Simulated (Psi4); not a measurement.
# BHO2 (SMILES O=BO) at M06-2X/def2-SVP (density fitting)

Aim: molecular dynamics of BHO2. Input form: an ASE script.

The results are computed with Psi4 1.11.

### 1 The system as given

BHO2 has 4 atoms, charge 0, and is taken as a singlet. As SMILES, `O=BO`. The shape is that of a PBE0-D4/def2-TZVP optimisation. The run starts from this shape.

Bond lengths: O1–B2 1.210 Å, B2–O3 1.322 Å, O3–H4 0.960 Å. Angles: O1–B2–O3 177.5°, B2–O3–H4 117.0°.

### 2 A short trajectory at M06-2X/def2-SVP (density fitting)

File run.py:

```python
import numpy as np
from ase.calculators.psi4 import Psi4
from ase import Atoms
from ase import units
from ase.md.velocitydistribution import MaxwellBoltzmannDistribution, Stationary
from ase.md.verlet import VelocityVerlet

atoms = Atoms(['O', 'B', 'O', 'H'], positions=[
    [-1.555100, 0.523500, 0.428500],
    [-0.423900, 0.132000, 0.248600],
    [0.816700, -0.302000, 0.108600],
    [1.162300, -0.353500, -0.785700],
])
calc = Psi4(atoms=atoms, method='m06-2x', basis='def2-SVP', memory='1600MB', num_threads=1, charge=0, multiplicity=1, label='calc', reference='rks')
atoms.calc = calc

MaxwellBoltzmannDistribution(atoms, temperature_K=600.0, rng=np.random.default_rng(710))
Stationary(atoms)
dyn = VelocityVerlet(atoms, 0.5 * units.fs)
def show():
    ep, ek = atoms.get_potential_energy(), atoms.get_kinetic_energy()
    print(f'step {dyn.nsteps:3d}  Epot {ep:14.6f}  Ekin {ek:9.6f}  Etot {ep + ek:14.6f} eV  T {atoms.get_temperature():7.1f} K')
dyn.attach(show)
dyn.run(40)
```

Command:

```bash
$ python run.py
```

calc.dat:

```text
[...]
  Running in c1 symmetry.
[...]
  Nuclear repulsion =   53.533195387688444
[...]
  Multiplicity = 1
[...]
  Nalpha       = 11
  Nbeta        = 11
[...]
    Number of basis functions: 47
[...]
   @DF-RKS iter   1:  -175.57840350990006   -6.20037e-01   1.53369e-02 ADIIS/DIIS
[...]
   @DF-RKS iter  11:  -175.78090214128144   -4.94538e-12   7.78505e-09 DIIS
[...]
    Orbital Energies [Eh]
    ---------------------
    Doubly Occupied:
       1A    -19.693197     2A    -19.615747     3A     -7.119499
       4A     -1.164213     5A     -1.079921     6A     -0.669218
       7A     -0.526790     8A     -0.495508     9A     -0.488832
      10A     -0.410193    11A     -0.399305
[...]
  @DF-RKS Final Energy:  -175.78090214128144
   => Energetics <=
    Nuclear Repulsion Energy =             53.5331953876884441
    One-Electron Energy =                -346.7367473757260541
    Two-Electron Energy =                 127.8015251999089656
    DFT Exchange-Correlation Energy =     -10.3788753531528410
    Empirical Dispersion Energy =           0.0000000000000000
    VV10 Nonlocal Energy =                  0.0000000000000000
    Total Energy =                       -175.7809021412814730
[...]
 Multipole Moments:
 ------------------------------------------------------------------------------------
     Multipole            Electronic (a.u.)      Nuclear  (a.u.)        Total (a.u.)
 ------------------------------------------------------------------------------------
 L = 1.  Multiply by 2.5417464519 to convert [e a0] to [Debye]
 Dipole X            :         -0.2947490            1.2901857            0.9954368
 Dipole Y            :          0.3065372           -0.7715654           -0.4650282
 Dipole Z            :          0.5695025           -1.1201462           -0.5506437
 Magnitude           :                                                    1.2289646
[...]
  -Total Gradient:
     Atom            X                  Y                   Z
    ------   -----------------  -----------------  -----------------
       1        0.009672825398    -0.007179610192    -0.012719026386
       2       -0.034253775204     0.020777150261     0.033380265322
       3        0.016784160730     0.002078434798     0.008831041525
       4        0.007690893088    -0.015646732571    -0.029468739962
[...]
```

Run time: 4.8 min. Hardware: 1 thread of AMD EPYC 7R43 (Zen 3), shared host; peak memory 0.95 GiB.

Steps, from the record of the run:

| step | potential energy change (eV) | largest force (eV/Å) |
| --- | --- | --- |
| 0 | 0.0000 | 0.4175 |
| 2 | 0.0105 | 1.0713 |
| 4 | 0.0427 | 1.8004 |
| 6 | 0.0633 | 1.9779 |
| 8 | 0.0641 | 2.3516 |
| 10 | 0.0679 | 2.3680 |
| 12 | 0.0925 | 2.0508 |
| 14 | 0.1155 | 1.8104 |
| 16 | 0.1157 | 1.3604 |
| 18 | 0.1173 | 1.5250 |
| 20 | 0.1372 | 2.1090 |
| 22 | 0.1536 | 2.3901 |
| 24 | 0.1431 | 2.3235 |
| 26 | 0.1142 | 1.9313 |
| 28 | 0.0986 | 1.3105 |
| 30 | 0.1072 | 1.5624 |
| 32 | 0.1123 | 2.0460 |
| 34 | 0.1071 | 1.7413 |
| 36 | 0.1212 | 2.3218 |
| 38 | 0.1547 | 2.6432 |
| 40 | 0.1748 | 2.6815 |

### 3 What came out

Level: M06-2X/def2-SVP (density fitting).

| quantity | value |
| --- | --- |
| potential energy of the last frame | -175.78090 Eh |
